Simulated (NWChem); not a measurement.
# One shape, several levels: C3H2O (propiolaldehyde)

We compute a comparison of 6 runs (B3LYP/6-311+G**, PBE0/6-311+G**, BHLYP/6-311+G**, M06-2X/6-311+G**, r2SCAN/6-311+G**, wB97X/6-311+G**) of C3H2O (propiolaldehyde). 

Program for the calculation: NWChem 7.3.0.

### 1 Starting point

C3H2O: 6 atoms, total charge 0, spin state singlet. As SMILES, `C#CC=O`. Geometry: relaxed at PBE0-D4/def2-TZVP.

Bond lengths: C1–C2 1.202 Å, C2–C3 1.444 Å, C3–O4 1.202 Å, C1–H5 1.066 Å, C3–H6 1.106 Å. Angles: C1–C2–C3 177.4°, C2–C3–O4 123.9°, C2–C1–H5 178.9°, C2–C3–H6 114.4°, O4–C3–H6 121.7°.

### 2 Energy and forces at B3LYP/6-311+G(d,p) (run 1)

run.py reads:

```python
from ase import Atoms
from ase.calculators.nwchem import NWChem

system = Atoms(['C', 'C', 'C', 'O', 'H', 'H'], positions=[
    [-0.362100, 1.068300, -1.031800],
    [-0.096200, 0.205600, -0.238600],
    [0.272800, -0.794900, 0.734400],
    [-0.319100, -1.829900, 0.889400],
    [-0.613300, 1.822400, -1.741500],
    [1.160000, -0.535700, 1.342000],
])

calc = NWChem(
    label='c3h2o',
    theory='dft',
    memory='2200 mb',
    basis='6-311+G**',
    basispar='spherical bse',
    dft={'xc': 'b3lyp', 'mult': '1', 'grid': 'fine', 'convergence': 'energy 1e-08', 'iterations': '100', 'mulliken': None, 'print': 'low'},
)
system.calc = calc

forces = system.get_forces()
print(f"energy = {system.get_potential_energy():.6f} eV")
print("forces (eV/A):")
for s, f in zip(system.symbols, forces):
    print(f"{s:2s} {f[0]:10.5f} {f[1]:10.5f} {f[2]:10.5f}")
```

Started as:

```
$ export ASE_NWCHEM_COMMAND="nwchem PREFIX.nwi > PREFIX.nwo"
$ python run.py
```

The log of the run:

```text
energy = -5189.434606 eV
forces (eV/A):
C    -0.07641    0.23454   -0.21906
C     0.04006   -0.06885    0.07965
C     0.27567    0.39333   -0.01404
O    -0.26282   -0.50352    0.09719
H     0.01460   -0.04787    0.04376
H     0.00890   -0.00756    0.01250
```

The calculator wrote c3h2o.nwi:

```
title "c3h2o"

permanent_dir c3h2o

scratch_dir c3h2o

start c3h2o

geometry units angstrom nocenter noautosym noautoz
  C  -3.6209999999999998e-01 1.0683000000000000e+00 -1.0318000000000001e+00
  C  -9.6199999999999994e-02 2.0560000000000000e-01 -2.3860000000000001e-01
  C  2.7279999999999999e-01 -7.9490000000000005e-01 7.3440000000000005e-01
  O  -3.1909999999999999e-01 -1.8299000000000001e+00 8.8939999999999997e-01
  H  -6.1329999999999996e-01 1.8224000000000000e+00 -1.7415000000000000e+00
  H  1.1599999999999999e+00 -5.3569999999999995e-01 1.3420000000000001e+00
end

memory 2200 mb

basis spherical bse noprint
   * library 6-311+G**
end

dft
  xc b3lyp
  mult 1
  grid fine
  convergence energy 1e-08
  iterations 100
  mulliken
  print low
end

task dft gradient
```

c3h2o.nwo:

```text
Northwest Computational Chemistry Package (NWChem) 7.3.0
             --------------------------------------------------------

           Job information
           ---------------

    nwchem branch   = 7.3.0
    use scalapack   = T
    input           = c3h2o.nwi
    prefix          = c3h2o.
    data base       = c3h2o/c3h2o.db
    status          = startup
    nproc           =        1

           Memory information
           ------------------

[... 5 lines left out ...]
    hardfail = no
[... 91 lines left out ...]
 WARNING : Found     1 linear dependencies
[... 39 lines left out ...]
         Total DFT energy =     -190.708205807289
[... 1 line left out ...]
           Coulomb energy =      179.868761358278
[... 1 line left out ...]
 Nuclear repulsion energy =       89.271277290550
[... 31 lines left out ...]
                         DFT ENERGY GRADIENTS

    atom               coordinates                        gradient
                 x          y          z           x          y          z
   1 C      -0.684270   2.018794  -1.949819    0.001486  -0.004561   0.004260
   2 C      -0.181792   0.388528  -0.450889   -0.000779   0.001339  -0.001549
   3 C       0.515517  -1.502143   1.387815   -0.005361  -0.007649   0.000273
   4 O      -0.603012  -3.458010   1.680722    0.005111   0.009792  -0.001890
   5 H      -1.158969   3.443837  -3.290958   -0.000284   0.000931  -0.000851
   6 H       2.192082  -1.012326   2.536012   -0.000173   0.000147  -0.000243

 Task  times  cpu:       29.0s     wall:       29.0s
 Total times  cpu:       29.0s     wall:       29.0s
```

Run time: 30 s. Hardware: 1 thread of Intel Xeon Platinum 8259CL at 2.50GHz (Skylake/Cascade Lake), shared host; peak memory 0.12 GiB.

### 3 Energy and gradient at PBE0/6-311+G(d,p) (run 2)

Edit run.py of step 2 so:

```diff
@@ -13,3 +13,3 @@
 calc = NWChem(
-    label='c3h2o',
+    label='geom',
     theory='dft',
@@ -18,3 +18,3 @@
     basispar='spherical bse',
-    dft={'xc': 'b3lyp', 'mult': '1', 'grid': 'fine', 'convergence': 'energy 1e-08', 'iterations': '100', 'mulliken': None, 'print': 'low'},
+    dft={'xc': 'pbe0', 'mult': '1', 'grid': 'fine', 'convergence': 'energy 1e-08', 'iterations': '100', 'mulliken': None, 'print': 'low'},
 )
@@ -23,3 +23,4 @@
 forces = system.get_forces()
-print(f"energy = {system.get_potential_energy():.6f} eV")
+e = system.get_potential_energy()
+print(f"E = {e:.6f} eV")
 print("forces (eV/A):")
```

Started as:

```
$ export ASE_NWCHEM_COMMAND="nwchem PREFIX.nwi > PREFIX.nwo"
$ python run.py
```

The log of the run:

```text
E = -5183.137423 eV
forces (eV/A):
C    -0.05980    0.18497   -0.17232
C     0.05384   -0.15421    0.14717
C     0.08001    0.12964   -0.01383
O    -0.08454   -0.16157    0.03085
H    -0.00077    0.00303   -0.00278
H     0.01126   -0.00185    0.01085
```

The calculator wrote geom.nwi:

```
title "geom"

permanent_dir geom

scratch_dir geom

start geom

geometry units angstrom nocenter noautosym noautoz
  C  -3.6209999999999998e-01 1.0683000000000000e+00 -1.0318000000000001e+00
  C  -9.6199999999999994e-02 2.0560000000000000e-01 -2.3860000000000001e-01
  C  2.7279999999999999e-01 -7.9490000000000005e-01 7.3440000000000005e-01
  O  -3.1909999999999999e-01 -1.8299000000000001e+00 8.8939999999999997e-01
  H  -6.1329999999999996e-01 1.8224000000000000e+00 -1.7415000000000000e+00
  H  1.1599999999999999e+00 -5.3569999999999995e-01 1.3420000000000001e+00
end

memory 2200 mb

basis spherical bse noprint
   * library 6-311+G**
end

dft
  xc pbe0
  mult 1
  grid fine
  convergence energy 1e-08
  iterations 100
  mulliken
  print low
end

task dft gradient
```

geom.nwo:

```text
Northwest Computational Chemistry Package (NWChem) 7.3.0
             --------------------------------------------------------

           Job information
           ---------------

    nwchem branch   = 7.3.0
    use scalapack   = T
    input           = geom.nwi
    prefix          = geom.
    data base       = geom/geom.db
    status          = startup
    nproc           =        1

           Memory information
           ------------------

[... 5 lines left out ...]
    hardfail = no
[... 91 lines left out ...]
 WARNING : Found     1 linear dependencies
[... 39 lines left out ...]
         Total DFT energy =     -190.476788599637
[... 1 line left out ...]
           Coulomb energy =      179.809492895826
[... 1 line left out ...]
 Nuclear repulsion energy =       89.271277290550
[... 31 lines left out ...]
                         DFT ENERGY GRADIENTS

    atom               coordinates                        gradient
                 x          y          z           x          y          z
   1 C      -0.684270   2.018794  -1.949819    0.001163  -0.003597   0.003351
   2 C      -0.181792   0.388528  -0.450889   -0.001047   0.002999  -0.002862
   3 C       0.515517  -1.502143   1.387815   -0.001556  -0.002521   0.000269
   4 O      -0.603012  -3.458010   1.680722    0.001644   0.003142  -0.000600
   5 H      -1.158969   3.443837  -3.290958    0.000015  -0.000059   0.000054
   6 H       2.192082  -1.012326   2.536012   -0.000219   0.000036  -0.000211

 Task  times  cpu:       30.6s     wall:       30.6s
 Total times  cpu:       30.7s     wall:       30.7s
```

Wall time 32 s (1 thread of Intel Xeon Platinum 8259CL at 2.50GHz (Skylake/Cascade Lake), shared host); peak memory 0.12 GiB.

Run 3 isn't shown in full; the table further down has it.

### 4 Energy and gradient at M06-2X/6-311+G(d,p) (run 4)

m1.xyz reads:

```xyz
6
C3H2O M06-2X
C     -0.362100     1.068300    -1.031800
C     -0.096200     0.205600    -0.238600
C      0.272800    -0.794900     0.734400
O     -0.319100    -1.829900     0.889400
H     -0.613300     1.822400    -1.741500
H      1.160000    -0.535700     1.342000
```

run.py reads:

```python
from ase.io import read
from ase.calculators.nwchem import NWChem

molecule = read('m1.xyz')

calc = NWChem(
    label='m1',
    theory='dft',
    memory='2200 mb',
    basis='6-311+G**',
    basispar='spherical bse',
    dft={'xc': 'm06-2x', 'mult': '1', 'grid': 'fine', 'convergence': 'energy 1e-08', 'iterations': '100', 'mulliken': None},
)
molecule.calc = calc

forces = molecule.get_forces()
e = molecule.get_potential_energy()
print(f"E = {e:.6f} eV")
print("forces (eV/A):")
for s, f in zip(molecule.symbols, forces):
    print(f"{s:2s} {f[0]:10.5f} {f[1]:10.5f} {f[2]:10.5f}")
print("dipole (e A):", molecule.get_dipole_moment().round(4))
```

Started as:

```
$ export ASE_NWCHEM_COMMAND="nwchem PREFIX.nwi > PREFIX.nwo"
$ python run.py
```

The log of the run:

```text
E = -5187.155499 eV
forces (eV/A):
C     0.01656   -0.07970    0.06649
C    -0.15349    0.32596   -0.34622
C     0.16527   -0.28812    0.33229
O     0.05281    0.10943   -0.02515
H     0.00771   -0.00792    0.01178
H    -0.08891   -0.05965   -0.03918
dipole (e A): [ 0.2216  0.5666 -0.1745]
```

The calculator wrote m1.nwi:

```
title "m1"

permanent_dir m1

scratch_dir m1

start m1

geometry units angstrom nocenter noautosym noautoz
  C  -3.6209999999999998e-01 1.0683000000000000e+00 -1.0318000000000001e+00
  C  -9.6199999999999994e-02 2.0560000000000000e-01 -2.3860000000000001e-01
  C  2.7279999999999999e-01 -7.9490000000000005e-01 7.3440000000000005e-01
  O  -3.1909999999999999e-01 -1.8299000000000001e+00 8.8939999999999997e-01
  H  -6.1329999999999996e-01 1.8224000000000000e+00 -1.7415000000000000e+00
  H  1.1599999999999999e+00 -5.3569999999999995e-01 1.3420000000000001e+00
end

memory 2200 mb

basis spherical bse noprint
   * library 6-311+G**
end

dft
  xc m06-2x
  mult 1
  grid fine
  convergence energy 1e-08
  iterations 100
  mulliken
end

task dft gradient
```

m1.nwo:

```text
Northwest Computational Chemistry Package (NWChem) 7.3.0
             --------------------------------------------------------

           Job information
           ---------------

    nwchem branch   = 7.3.0
    use scalapack   = T
    input           = m1.nwi
    prefix          = m1.
    data base       = m1/m1.db
    status          = startup
    nproc           =        1

           Memory information
           ------------------

[... 5 lines left out ...]
    hardfail = no
[... 117 lines left out ...]
          Convergence on energy requested:  1.00D-08
[... 27 lines left out ...]
          total energy or number of iterations.
[... 84 lines left out ...]
         Total DFT energy =     -190.624450157064
[... 768 lines left out ...]
          Convergence on energy requested:  1.00D-08
[... 27 lines left out ...]
          total energy or number of iterations.
[... 37 lines left out ...]
                 ----------------------------------------
                 |  Time  |  1-e(secs)   |  2-e(secs)   |
                 ----------------------------------------
                 |  CPU   |       0.01   |       4.39   |
                 ----------------------------------------
                 |  WALL  |       0.01   |       4.39   |
                 ----------------------------------------

 Task  times  cpu:       38.5s     wall:       38.5s
 Total times  cpu:       38.5s     wall:       38.5s
```

It took 40 s on 1 thread of Intel Xeon Platinum 8259CL at 2.50GHz (Skylake/Cascade Lake), shared host; peak memory 0.12 GiB.

Run 5 isn't shown in full; the table further down has it.

### 5 Energy and forces at wB97X/6-311+G(d,p) (run 6)

input.nw reads:

```
echo
start input
memory 2200 mb

geometry units atomic noautosym nocenter noautoz
 C   -0.68426983   2.01879442  -1.94981942
 C   -0.18179165   0.38852769  -0.45088865
 C    0.51551729  -1.50214330   1.38781487
 O   -0.60301161  -3.45800984   1.68072242
 H   -1.15896903   3.44383689  -3.29095805
 H    2.19208230  -1.01232628   2.53601246
end

basis spherical bse
 * library 6-311+G**
end

dft
 xc wb97x
 grid fine
 convergence energy 1e-08
 maxiter 100
 mulliken
 print medium
end

task dft gradient
```

Started as:

```
$ nwchem input.nw > input.out
```

The log of the run:

```text
[...]
          Wavefunction type:  closed shell.
          No. of atoms     :     6
          No. of electrons :    28
[...]
          Charge           :     0
          Spin multiplicity:     1
[...]
          AO basis - number of functions:   100
[...]
              XC Information
              --------------
                       wb97x  Method XC Functional
                     Hartree-Fock (Exact) Exchange  1.000
                         wb97x Exchange Functional  1.000
                      wb97x Correlation Functional  1.000
[...]
 WARNING : Found     1 linear dependencies
 S eigenvalue threshold:     1.00000E-05
[...]
 d= 0,ls=0.0,diis     1   -190.4929205503 -2.80D+02  1.38D-01  1.09D+00    12.7
[...]
 d= 0,ls=0.0,diis    12   -190.6462081066 -3.31D-09  1.83D-06  4.16D-09   115.2
         Total DFT energy =     -190.646208106570
      One electron energy =     -434.245302129760
           Coulomb energy =      179.795354256064
    Exchange-Corr. energy =      -25.467530964292
 Nuclear repulsion energy =       89.271270731419
[...]
  wavefunction    = closed shell
[...]
                         DFT ENERGY GRADIENTS
    atom               coordinates                        gradient
                 x          y          z           x          y          z
   1 C      -0.684270   2.018794  -1.949819   -0.000672   0.003223  -0.002686
   2 C      -0.181792   0.388528  -0.450889    0.002798  -0.007444   0.007288
   3 C       0.515517  -1.502143   1.387815   -0.003816   0.002268  -0.004821
   4 O      -0.603012  -3.458010   1.680722    0.001002   0.001631  -0.000179
   5 H      -1.158969   3.443837  -3.290958    0.000080  -0.000482   0.000386
   6 H       2.192082  -1.012326   2.536012    0.000608   0.000804   0.000013
[...]
```

Run time: 2.6 min. Hardware: 1 thread of Intel Xeon Platinum 8259CL at 2.50GHz (Skylake/Cascade Lake), shared host; peak memory 0.11 GiB.

### 6 The series

```tsv
run	level	energy (Eh)	largest force (eV/Å)	wall time
1	B3LYP/6-311+G**	-190.708206	0.576	30 s
2	PBE0/6-311+G**	-190.476789	0.260	32 s
3	BHLYP/6-311+G**	-190.591201	1.033	32 s
4	M06-2X/6-311+G**	-190.624450	0.500	40 s
5	r2SCAN/6-311+G**	-190.593771	0.764	37 s
6	wB97X/6-311+G**	-190.646208	0.555	2.6 min
```

### 7 Summary of results

```
                       quantity          value
            run 6: total energy  -190.64621 Eh
           run 6: dipole moment         3.06 D
             run 6: HOMO energy      -10.79 eV
             run 6: LUMO energy       -0.03 eV
           run 6: HOMO–LUMO gap       10.76 eV
run 6: largest force on an atom     0.555 eV/Å
```

In words: Over runs 3, 4, 5, 6 the dipole moment (its size) runs from 3.02 D (r2SCAN/6-311+G**) to 3.19 D (BHLYP/6-311+G**). Over runs 3, 4, 5, 6 the HOMO–LUMO gap runs from 3.77 eV (r2SCAN/6-311+G**) to 10.76 eV (wB97X/6-311+G**). Totals of different functionals can't be ranked against each other. All runs together took 5.5 min, the longest 2.6 min.
